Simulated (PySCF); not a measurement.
Ethylidenecyclopropane, C₅H₈.
Cartesian coordinates in Å at the PBE0-D3(BJ)/def2-SVP level; atoms count from 1:
```xyz
13
C5H8 angstrom
C      2.1471    0.2239    0.1156
C      0.9324   -0.6413    0.0261
C     -0.3142   -0.1905   -0.0044
C     -1.7460   -0.4715   -0.0758
C     -1.2179    0.9604    0.0108
H      2.8158    0.0650   -0.7472
H      2.7393   -0.0105    1.0163
H      1.8778    1.2893    0.1498
H      1.0908   -1.7261   -0.0168
H     -2.1745   -0.8023   -1.0289
H     -2.2498   -0.8858    0.8050
H     -1.3669    1.5059    0.9497
H     -1.2920    1.5889   -0.8842
```

Computed with PySCF at wB97X-D/def2-SVPD, non-relativistic, on one gas-phase PBE0-D3(BJ)/def2-SVP geometry that isn't relaxed in the solvent. The solvent is an IEF-PCM continuum (van der Waals radii × 1.2). Only the electrostatic response of the medium enters.

Gas phase at wB97X-D/def2-SVPD: HOMO -8.79 eV, LUMO 2.15 eV, dipole 0.14 D.

Q: What does the continuum do to the energy, the frontier levels and the dipole at wB97X-D/def2-SVPD in cyclohexane and chloroform?

A: 
```tsv
solvent	ε	E(solvent) − E(gas) (kcal/mol)	polarisation term (kcal/mol)	distortion of the solute (kcal/mol)	HOMO (eV)	LUMO (eV)	dipole (D)
cyclohexane	2.017	-0.64	-0.66	0.02	-8.79	2.17	0.17
chloroform	4.711	-1.19	-1.26	0.07	-8.81	2.16	0.19
```

The polarisation term is half the interaction of the solute with the surface charges that it induces; the rest is the cost of distorting the solute's density. The sum is the electrostatic part of solvation alone. From cyclohexane to chloroform the lowering changes by a factor 1.85, Onsager's factor (ε − 1)/(2ε + 1) by 1.76 and ε itself by 2.3.

Q: How does the static polarisability (wB97X-D/def2-SVPD, frozen core, with the continuum's full static response) change?

A: 
```
     medium  isotropic (au)  principal values (au)  ⟨r²⟩ of the electrons (bohr²)
        gas            62.1       46.9, 57.0, 82.2                          498.0
cyclohexane            69.7       52.4, 64.1, 92.7                          497.7
 chloroform            76.8      58.1, 70.9, 101.4                          497.4
```

The isotropic value in chloroform is 1.24 times the gas-phase one; no cavity-field correction is applied. ⟨r²⟩ is taken about the centre of nuclear charge.

Cost: about 30 s of CPU time on one thread; the machine was shared, so the figure is rough. This is the whole response run at wB97X-D/def2-SVPD in chloroform, SCF included.

Note: wB97X-D ran without an empirical dispersion term, which enters the total energy and its gradient alone.
